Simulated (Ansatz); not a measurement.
# SiNH+ (doublet): the correlation ladder, cc-pVTZ

One table from this session's results is given with a row withheld; the runs are named, their logs left out.

Computed with Ansatz 0.2.0, Gaussian basis. Level: cc-pVTZ, core rule «outside noble gas», up to 6 orbitals frozen.

Plan: UHF; CCSD(T) on ROHF; CCSD(T) on UHF; BCCD(T) on ROHF; CCSDT(Q) on ROHF; CCSDT(Q) on UHF; CASSCF and MRCISD+Q, 9 electrons in 9 orbitals; CASSCF and NEVPT2, 9 electrons in 9 orbitals.

4 further runs of the same task are left out: 4 set aside as unsound or not needed.

### The geometry

The geometry is a PBE0/def2-TZVP stationary point (not a proven minimum) of the parent state, kept for this charge and spin.

3 atoms, charge 1, spin multiplicity 2.

Atoms are counted from 1 here; the program's logs count them from 0.

Bond lengths: Si1–N2 1.701 Å, N2–H3 1.020 Å. Angles: Si1–N2–H3 125.4°.

Coordinates:

```xyz
3
HNSi
Si    0.00000    0.03295    0.60587
N     0.00000   -0.11379   -1.08895
H     0.00000    0.66309   -1.74958
```

The first run:

in.yaml

```yaml
crystal:
  periodic: [false, false, false]
  atoms:
    - {symbol: Si, position_ang: [0.000000, 0.032951, 0.605869]}
    - {symbol: N, position_ang: [0.000000, -0.113788, -1.088955]}
    - {symbol: H, position_ang: [0.000000, 0.663088, -1.749585]}
basis:
  gaussian: {orbitals: cc-pVTZ}
total_charge: 1
magnetization: {spin_polarized: true, initial_magnetization: 1}
hamiltonian: {xc: hf}
output: {orbitals: {seedname: orbitals}}
```

Launch:

```sh
$ ansatz run in.yaml --threads 1 --pin off --events-out ev --progress --plain --max-ram 2816MiB --backend cpu
```

Steps of the session up to this table: UHF; CCSD(T) on ROHF; CCSD(T) on UHF; BCCD(T) on ROHF; CCSDT(Q) on ROHF; CCSDT(Q) on UHF; CASSCF and MRCISD+Q, 9 electrons in 9 orbitals; CASSCF and NEVPT2, 9 electrons in 9 orbitals.

One table of the session follows, with a row left open; its other results are not shown here.

It belongs to the step «Misses and costs». 

| method | from UCCSDT(Q) (kJ/mol) |
| --- | --- |
| ROHF | +733.6 |
| UHF | +722.4 |
| RMP2 | +101.1 |
| UMP2 | +102.2 |
| RCCSD | +32.6 |
| UCCSD | +32.3 |
| RCCSD(T) | +4.6 |
| UCCSD(T) | +4.6 |
| BCCD(T) | +4.6 |
| RCCSDT | +1.9 |
| UCCSDT | +1.8 |
| RCCSDT(Q) | +0.3 |
| UCCSDT(Q) | 0 |
| CASSCF valence | +467.8 |
| NEVPT2 valence | +108.7 |
| MRCISD valence | +35.1 |
| MRCISD+Q valence | ? |

Estimate the missing values for MRCISD+Q valence.

**Answer.** from UCCSDT(Q) (kJ/mol): +8.1. In the column «from UCCSDT(Q) (kJ/mol)» it lies between BCCD(T) (+4.6) and UCCSD (+32.3).

Limits of these values: Restricted and unrestricted rows rest on different reference determinants; where their highest levels disagree by more than a few hundredths of an eV, they describe different states and don't form one ladder.
